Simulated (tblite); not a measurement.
Compound: C5H11N (charge +1 and doublet state).
Numbering: `[CH2:1]=[CH:2][C@@H:3]([CH3:4])[NH+:5][CH3:6]` (hydrogens: H7, H8 on C1; H9 on C2; H10 on C3; H11, H12, H13 on C4; H14 on N5; H15, H16, H17 on C6)

Geometry (GFN2-xTB, Å), atoms numbered from 1 in this order:
```xyz
17
C5H11N angstrom
C      2.0629   -1.1154    0.1679
C      0.9274   -0.6667   -0.3405
C      0.0565    0.3865    0.3232
C      0.5734    1.8073    0.1143
N     -1.2990    0.2717   -0.0344
C     -1.9788   -0.9555   -0.1940
H      2.7090   -1.7596   -0.4060
H      2.4160   -0.8527    1.1518
H      0.5751   -1.0004   -1.3073
H      0.1426    0.1599    1.4060
H      0.5505    2.0670   -0.9422
H     -0.0310    2.5248    0.6647
H      1.5995    1.8885    0.4599
H     -1.7846    1.1136   -0.3193
H     -2.0786   -1.2255   -1.2561
H     -3.0000   -0.8713    0.1882
H     -1.4478   -1.7601    0.3138
```

Method: GFN2-xTB as coded in tblite; computed harmonic values from a numerical Hessian at the method's own geometry, unscaled. Against measured fundamentals such values can be off by several per cent, at times by over 20. One conformer, not necessarily the lowest. Open shells enter through the occupations alone, without spin polarisation, and single modes of such species can be off by tens of per cent.

Harmonic wavenumbers (cm⁻¹): 58.3, 79.2, 133.5, 197.8, 237.9, 281.4, 335.9, 428.1, 474.0, 505.5, 638.8, 811.6, 889.6, 936.4, 955.2, 976.0, 1013.4, 1036.4, 1078.4, 1093.8, 1110.3, 1174.1, 1180.2, 1226.6, 1251.2, 1336.2, 1364.5, 1378.3, 1389.6, 1401.1, 1431.0, 1459.9, 1464.2, 1605.0, 2739.6, 2874.0, 2973.3, 3032.1, 3041.4, 3046.4, 3059.0, 3076.9, 3098.0, 3124.6, 3385.0.

A = 4571, B = 2768, C = 1859 MHz; mass 85.089 u (most abundant isotopes); point group C1, symmetry number 1; spin multiplicity 2.

Question: What is the zero-point energy?

Answer: ½Σν̃ = 32192 cm⁻¹ = 385.10 kJ/mol.

Question: Give the ideal-gas entropy at 200 K and 1 bar in the rigid-rotor, harmonic-oscillator model (classical rotation).

Answer: Translation 155.98, rotation 108.05, vibration 60.11, spin (R ln 2) 5.76: S = 329.9 J/(mol K).

Question: And Cp and H(200 K) − H(0)?

Answer: Cp = 98.81 J/(mol K), of which vibrations give 65.56 (their classical limit is 45 R = 374.2); H(200 K) − H(0) = 13.31 kJ/mol without the zero-point energy, 6.66 from vibrations.

Question: How do the functions run with temperature in this model?

Answer: 
| T (K) | S (J/(mol K)) | Cp (J/(mol K)) | H − H(0) (kJ/mol) | G − H(0) (kJ/mol) | ln q(vib) |
| --- | --- | --- | --- | --- | --- |
| 150 | 303.7 | 83.9 | 8.74 | -36.82 | 2.22 |
| 250 | 353.6 | 114.7 | 18.64 | -69.77 | 4.22 |
| 298.15 | 375.2 | 131.1 | 24.55 | -87.32 | 5.18 |
| 400 | 418.7 | 166.5 | 39.72 | -127.77 | 7.20 |
| 600 | 497.8 | 224.0 | 79.09 | -219.57 | 11.17 |
| 900 | 600.3 | 281.2 | 155.53 | -384.73 | 16.95 |

q(vib) and H(0) count from the zero-point level.

Question: Blend soft modes into free rotors: weight 1/[1 + (100 cm⁻¹/ν̃)⁴] for the oscillator and the rest for a rotor with moment μB/(μ + B), μ = h/(8π²ν), B = 10⁻⁴⁴ kg m². What vibrational entropy results?

Answer: 56.28 J/(mol K) in place of 60.11, which changes −T·S at 200 K by +0.77 kJ/mol.

Question: What must be added to the electronic energy to get the Gibbs energy at 200 K and 1 bar?

Answer: ZPE + [H(200 K) − H(0)] − T·S = 385.10 + 13.31 − 65.98 = 332.43 kJ/mol.

Hindered rotation and anharmonicity are outside this model. Other conformers, if any are populated, would add a mixing term that is left out. The structure is chiral; the term R ln 2 for an equal mix with its mirror image is left out.

Hardware: one thread, Arm Neoverse V2 (aarch64), no GPU (shared host). Cost: 0.35 s wall. This covers the Hessian and the dipole derivatives.
